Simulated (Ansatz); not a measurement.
Species: CH2O2, SMILES `O=CO` (O–C–O–H torsion 0°) (charge 0, multiplicity 1), formula CH2O2.

Question: How many basis functions does Ansatz (an electronic-structure program) with frozen-core CCSD(T)/cc-pVTZ // B3LYP-D3(BJ)/def2-TZVP use, how many core orbitals are frozen, and how many electrons are correlated?

Answer: 118 basis functions and 3 frozen orbitals, which leaves 18 correlated electrons. Core time is of the order of seconds.
